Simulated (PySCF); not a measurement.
**Worked example: oscillator strength and radiative lifetime**

ethylamine (C2H7N), SMILES CCN.

The structure is a stationary point at B3LYP-D3(BJ)/def2-TZVP. The values are those of a single conformer.

TDA-B3LYP/def2-SVPD (PySCF) puts the first singlet state with f over 0.02 at 7.16 eV (vertical), with the transition dipole (0.104, -0.220, 0.322) in atomic units.

Task: Find the oscillator strength, the wavelength and the radiative lifetime that this transition would have in vacuum if emission retraced absorption.

Result: 
|μ|² = 0.1629 au, so |μ| = 1.03 D. ΔE = 7.16/27.211 = 0.2631 hartree. f = (2/3) ΔE |μ|² = 0.029 (the program prints 0.029).
λ = 1239.84/7.16 = 173 nm; ν = 57749 cm⁻¹.
Einstein's coefficient A = 0.6670 ν² f s⁻¹ (ν in cm⁻¹) = 6.4e7 s⁻¹, so τ = 1/A = 16 ns. This state is S3; the lower singlets have f = 0.012, 0.007. The figure is the radiative limit of this one transition; relaxation, internal conversion, crossing to triplets and a medium change what is measured.
